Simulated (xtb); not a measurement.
xtb input (GFN1-xTB):

```bash
xtb mol.xyz --gfn 1 --opt tight --chrg 0 --uhf 0
```
mol.xyz:
```
11

N     -0.00830295    -0.00857741     1.41153999
C      0.00810884     0.00837688    -1.37854107
C     -0.00946765     1.13487320     0.72647824
C      0.00100216    -1.14361852     0.71269428
C      0.00942122    -1.18916620    -0.67673701
C     -0.00154475     1.19730303    -0.66229982
H      0.01447612     0.01495463    -2.46100794
H     -0.01710307     2.04593336     1.31559467
H      0.00177208    -2.06177112     1.29074470
H      0.01679961    -2.14109152    -1.19083558
H     -0.00294306     2.15540611    -1.16484348
```

End of the output:

```
     4   6 C        5   6 C                                       1.3874966 (max)
     2   6 C        6   6 C                                       1.3871891
     3   6 C        6   6 C                                       1.3874966
Note: The following floating-point exceptions are signalling: IEEE_DENORMAL
normal termination of xtb
     2   6 C        7   1 H                                       1.0845873
     3   6 C        8   1 H                                       1.0863146
     4   6 C        9   1 H                                       1.0863146
     5   6 C       10   1 H                                       1.0837066 (min)
     6   6 C       11   1 H                                       1.0837066

 * 3 distinct bonds (by element types)

   Z      Z             #   av. dist./Å        max./Å        min./Å
   1 H    6 C           5     1.0849260     1.0863146     1.0837066
   6 C    6 C           4     1.3873428     1.3874966     1.3871891
   6 C    7 N           2     1.3292346     1.3292346     1.3292346

optimized geometry written to: xtbopt.xyz

           -------------------------------------------------
          | TOTAL ENERGY              -16.422409080760 Eh   |
          | GRADIENT NORM               0.000262392001 Eh/α |
          | HOMO-LUMO GAP               3.695398026163 eV   |
           -------------------------------------------------

------------------------------------------------------------------------
------------------------------------------------------------------------
 total:
 SCF:
 ANC optimizer:
```
